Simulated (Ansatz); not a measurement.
BH2(CN) (CH₂BN). The state is a singlet with charge 0. Geometry PBE0-D4/def2-TZVP.

Cartesian coordinates in Å:
```
B -0.024 -0.608 -0.039
H -0.002 -1.115 -1.114
H -0.089 -1.247 0.961
C 0.035 0.909 0.059
N 0.080 2.060 0.134
```

Problem. Estimate the orbital energies around the gap (eV) in Ansatz with HF/def2-TZVP, PBE-D4/def2-TZVP, revPBE-D4/def2-TZVP, B97M-V/def2-TZVP, CAM-B3LYP-D4/def2-TZVP.

Solution. 
| orbital | HF/def2-TZVP | PBE-D4/def2-TZVP | revPBE-D4/def2-TZVP | B97M-V/def2-TZVP | CAM-B3LYP-D4/def2-TZVP |
| --- | --- | --- | --- | --- | --- |
| HOMO−9 | -424.46 | -381.24 | -381.50 | -390.78 | -392.38 |
| HOMO−8 | -306.55 | -270.01 | -270.22 | -278.00 | -279.90 |
| HOMO−7 | -208.68 | -178.70 | -178.92 | -185.16 | -187.43 |
| HOMO−6 | -33.57 | -23.07 | -23.06 | -24.89 | -27.45 |
| HOMO−5 | -22.62 | -15.28 | -15.25 | -16.15 | -19.00 |
| HOMO−4 | -17.13 | -11.03 | -11.01 | -11.64 | -14.30 |
| HOMO−3 | -15.50 | -10.17 | -10.13 | -10.55 | -13.30 |
| HOMO−2 | -15.40 | -9.35 | -9.27 | -9.68 | -12.36 |
| HOMO−1 | -13.43 | -8.99 | -8.94 | -9.56 | -12.01 |
| HOMO | -12.92 | -8.40 | -8.34 | -8.68 | -11.17 |
| LUMO | 0.33 | -4.36 | -4.24 | -4.07 | -2.22 |
| LUMO+1 | 3.04 | -0.75 | -0.67 | -0.46 | 1.60 |
| LUMO+2 | 3.88 | 0.62 | 0.68 | 0.85 | 1.87 |
| LUMO+3 | 4.14 | 0.70 | 0.69 | 1.05 | 2.72 |
| LUMO+4 | 4.57 | 1.60 | 1.57 | 1.81 | 2.84 |
| LUMO+5 | 5.05 | 1.97 | 1.92 | 2.17 | 3.07 |
